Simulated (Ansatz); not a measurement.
System: fluorite SrCl2. Method: G0W0@HSE06 (hard PAW, contour deformation, complete-basis limit; Ansatz, an electronic-structure program).

Settings: largest k mesh 6×6×6 (not extrapolated in the mesh).

The cell has the measured lattice: a = 6.974 Å, b = 6.974 Å, c = 6.974 Å, α = 90.00°, β = 90.00°, γ = 90.00°.

### Question
Give the computed band gap.

### Answer

band gap: 8.32 eV

Note: GW on a hybrid start was not checked against another program; cell and atoms aren't relaxed at this level; the gap holds a correction of +0.33 eV to the complete basis.

Spin–orbit coupling is not included.

Computed values are for the static lattice.

It cost around 8 core-hours (rough) of CPU time.
